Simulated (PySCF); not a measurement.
PySCF input (HF/6-311++G(3df,3pd)):

```python
import numpy as np, basis_set_exchange as bse
from pyscf import gto, scf, dft, df

basis = {'C': gto.basis.parse(bse.get_basis('6-311++G(3df,3pd)', elements=['C'], fmt='nwchem')), 'H': gto.basis.parse(bse.get_basis('6-311++G(3df,3pd)', elements=['H'], fmt='nwchem'))}
mol = gto.M(
    atom='''
    C    -0.00000000    0.00000000   -0.00000000
    H     0.62054657    0.62688914    0.63896175
    H    -0.64285838   -0.62489528    0.61852983
    H     0.63693263   -0.63278043   -0.61664082
    H    -0.61462083    0.63078657   -0.64085076
    ''',
    basis=basis,
    charge=0,
    verbose=4,
    max_memory=8640,
)
mf = scf.RHF(mol)
mf = mf.density_fit(auxbasis=df.autoaux(mol))
mf.conv_tol = 1e-9
mf.max_cycle = 100
print('smallest overlap eigenvalue', np.linalg.eigvalsh(mol.intor('int1e_ovlp'))[0])
mf.kernel()
dip = mf.dip_moment()
```

Output:

```
PySCF version 2.14.0

[INPUT] verbose = 4
[INPUT] num. atoms = 5
[INPUT] num. electrons = 10
[INPUT] charge = 0
[INPUT] spin (= nelec alpha-beta = 2S) = 0
[INPUT] symmetry False subgroup None
[INPUT] Mole.unit = angstrom
[INPUT] Symbol           X                Y                Z      unit          X                Y                Z       unit  Magmom
[INPUT]  1 C      0.000000000000   0.000000000000   0.000000000000 AA    0.000000000000   0.000000000000   0.000000000000 Bohr   0.0
[INPUT]  2 H      0.620546570000   0.626889140000   0.638961750000 AA    1.172663064838   1.184648785064   1.207462711573 Bohr   0.0
[INPUT]  3 H     -0.642858380000  -0.624895280000   0.618529830000 AA   -1.214826275082  -1.180880935733   1.168851978574 Bohr   0.0
[INPUT]  4 H      0.636932630000  -0.632780430000  -0.616640820000 AA    1.203628230499  -1.195781709685  -1.165282267027 Bohr   0.0
[INPUT]  5 H     -0.614620830000   0.630786570000  -0.640850760000 AA   -1.161465039153   1.192013860354  -1.211032423119 Bohr   0.0

nuclear repulsion = 13.4453507450257
number of shells = 45
number of NR pGTOs = 132
number of NR cGTOs = 111
basis = {'C': [[0, [4563.24, 0.00196665], [682.024, 0.0152306], [154.973, 0.0761269], [44.4553, 0.260801], [13.029, 0.616462], [1.82773, 0.221006]], [0, [20.9642, 0.11466], [4.80331, 0.919999], [1.45933, -0.00303068]], [0, [0.483456, 1.0]], [0, [0.145585, 1.0]], [0, [0.0438, 1.0]], [1, [20.9642, 0.0402487], [4.80331, 0.237594], [1.45933, 0.815854]], [1, [0.483456, 1.0]], [1, [0.145585, 1.0]], [1, [0.0438, 1.0]], [2, [2.504, 1.0]], [2, [0.626, 1.0]], [2, [0.1565, 1.0]], [3, [0.8, 1.0]]], 'H': [[0, [33.865, 0.0254938], [5.09479, 0.190373], [1.15879, 0.852161]], [0, [0.32584, 1.0]], [0, [0.102741, 1.0]], [0, [0.036, 1.0]], [1, [3.0, 1.0]], [1, [0.75, 1.0]], [1, [0.1875, 1.0]], [2, [1.0, 1.0]]]}
ecp = {}
ETB for H: l = 0, exps = 0.072 * 1.8^n , n = 0..12
ETB for H: l = 1, exps = 0.2235 * 2^n , n = 0..5
ETB for H: l = 2, exps = 0.375 * 2.2^n , n = 0..4
ETB for H: l = 3, exps = 1.1875 * 2.2^n , n = 0..2
ETB for C: l = 0, exps = 0.0876 * 1.8^n , n = 0..15
ETB for C: l = 1, exps = 0.0876 * 1.8^n , n = 0..13
ETB for C: l = 2, exps = 0.0876 * 1.8^n , n = 0..12
ETB for C: l = 3, exps = 0.2003 * 2.2^n , n = 0..6
ETB for C: l = 4, exps = 0.313 * 2.2^n , n = 0..4
smallest overlap eigenvalue 0.00023928292187286443

******** <class 'pyscf.df.df_jk.DFRHF'> ********
method = DFRHF
initial guess = minao
damping factor = 0
level_shift factor = 0
DIIS = <class 'pyscf.scf.diis.CDIIS'>
diis_start_cycle = 1
diis_space = 8
diis_damp = 0
SCF conv_tol = 1e-09
SCF conv_tol_grad = None
SCF max_cycles = 100
direct_scf = False
Set gradient conv threshold to 3.16228e-05
Initial guess from minao.
******** <class 'pyscf.df.df.DF'> ********
auxbasis = {'H': [[0, [np.float64(83.2918594626847), 1]], [0, [np.float64(46.27325525704705), 1]], [0, [np.float64(25.707364031692805), 1]], [0, [np.float64(14.281868906496003), 1]], [0, [np.float64(7.934371614720002), 1]], [0, [np.float64(4.4079842304), 1]], [0, [np.float64(2.448880128), 1]], [0, [np.float64(1.36048896), 1]], [0, [np.float64(0.7558271999999999), 1]], [0, [np.float64(0.419904), 1]], [0, [np.float64(0.23328), 1]], [0, [np.float64(0.1296), 1]], [0, [np.float64(0.072), 1]], [1, [np.float64(7.152), 1]], [1, [np.float64(3.576), 1]], [1, [np.float64(1.788), 1]], [1, [np.float64(0.894), 1]], [1, [np.float64(0.447), 1]], [1, [np.float64(0.2235), 1]], [2, [np.float64(8.784600000000003), 1]], [2, [np.float64(3.993000000000001), 1]], [2, [np.float64(1.8150000000000004), 1]], [2, [np.float64(0.8250000000000001), 1]], [2, [np.float64(0.375), 1]], [3, [np.float64(5.7475000000000005), 1]], [3, [np.float64(2.6125000000000003), 1]], [3, [np.float64(1.1875), 1]]], 'C': [[0, [np.float64(591.0057180034255), 1]], [0, [np.float64(328.3365100019031), 1]], [0, [np.float64(182.40917222327948), 1]], [0, [np.float64(101.33842901293305), 1]], [0, [np.float64(56.29912722940724), 1]], [0, [np.float64(31.277292905226247), 1]], [0, [np.float64(17.376273836236802), 1]], [0, [np.float64(9.653485464576002), 1]], [0, [np.float64(5.363047480320001), 1]], [0, [np.float64(2.9794708224), 1]], [0, [np.float64(1.6552615680000002), 1]], [0, [np.float64(0.91958976), 1]], [0, [np.float64(0.5108832000000001), 1]], [0, [np.float64(0.283824), 1]], [0, [np.float64(0.15768), 1]], [0, [np.float64(0.0876), 1]], [1, [np.float64(182.40917222327948), 1]], [1, [np.float64(101.33842901293305), 1]], [1, [np.float64(56.29912722940724), 1]], [1, [np.float64(31.277292905226247), 1]], [1, [np.float64(17.376273836236802), 1]], [1, [np.float64(9.653485464576002), 1]], [1, [np.float64(5.363047480320001), 1]], [1, [np.float64(2.9794708224), 1]], [1, [np.float64(1.6552615680000002), 1]], [1, [np.float64(0.91958976), 1]], [1, [np.float64(0.5108832000000001), 1]], [1, [np.float64(0.283824), 1]], [1, [np.float64(0.15768), 1]], [1, [np.float64(0.0876), 1]], [2, [np.float64(101.33842901293305), 1]], [2, [np.float64(56.29912722940724), 1]], [2, [np.float64(31.277292905226247), 1]], [2, [np.float64(17.376273836236802), 1]], [2, [np.float64(9.653485464576002), 1]], [2, [np.float64(5.363047480320001), 1]], [2, [np.float64(2.9794708224), 1]], [2, [np.float64(1.6552615680000002), 1]], [2, [np.float64(0.91958976), 1]], [2, [np.float64(0.5108832000000001), 1]], [2, [np.float64(0.283824), 1]], [2, [np.float64(0.15768), 1]], [2, [np.float64(0.0876), 1]], [3, [np.float64(22.709994771200012), 1]], [3, [np.float64(10.322724896000004), 1]], [3, [np.float64(4.6921476800000015), 1]], [3, [np.float64(2.1327944000000008), 1]], [3, [np.float64(0.9694520000000002), 1]], [3, [np.float64(0.44066000000000005), 1]], [3, [np.float64(0.2003), 1]], [4, [np.float64(7.332212800000002), 1]], [4, [np.float64(3.332824000000001), 1]], [4, [np.float64(1.5149200000000003), 1]], [4, [np.float64(0.6886000000000001), 1]], [4, [np.float64(0.313), 1]]]}
init E= -40.0282926599163
  HOMO = -0.473419881911541  LUMO = 0.0299733950916412  gap/eV = 13.69803
cycle= 1 E= -40.2044949476192  delta_E= -0.176  |g|= 0.155  |ddm|= 1.09
  HOMO = -0.549604812327777  LUMO = 0.0403984300040854  gap/eV = 16.05481
cycle= 2 E= -40.2119062612721  delta_E= -0.00741  |g|= 0.0366  |ddm|= 0.208
  HOMO = -0.543527964564541  LUMO = 0.0412601417156573  gap/eV = 15.91289
cycle= 3 E= -40.2124665475939  delta_E= -0.00056  |g|= 0.00494  |ddm|= 0.06
  HOMO = -0.54542560821428  LUMO = 0.0412514918196933  gap/eV = 15.96430
cycle= 4 E= -40.2124765248632  delta_E= -9.98e-06  |g|= 0.00158  |ddm|= 0.00345
  HOMO = -0.544928451497151  LUMO = 0.0412823578942891  gap/eV = 15.95161
cycle= 5 E= -40.2124775916437  delta_E= -1.07e-06  |g|= 0.000233  |ddm|= 0.00128
  HOMO = -0.544951787850145  LUMO = 0.0412826208921295  gap/eV = 15.95225
cycle= 6 E= -40.2124776286783  delta_E= -3.7e-08  |g|= 2.81e-05  |ddm|= 0.000434
  HOMO = -0.544955576777695  LUMO = 0.0412819054020375  gap/eV = 15.95233
cycle= 7 E= -40.2124776290764  delta_E= -3.98e-10  |g|= 1.4e-06  |ddm|= 7.56e-05
  HOMO = -0.544955438322334  LUMO = 0.0412818853951613  gap/eV = 15.95233
Extra cycle  E= -40.2124776290776  delta_E= -1.18e-12  |g|= 3.65e-07  |ddm|= 3.56e-06
converged SCF energy = -40.2124776290776
Dipole moment(X, Y, Z, Debye):  0.00000, -0.00000, -0.00000
```
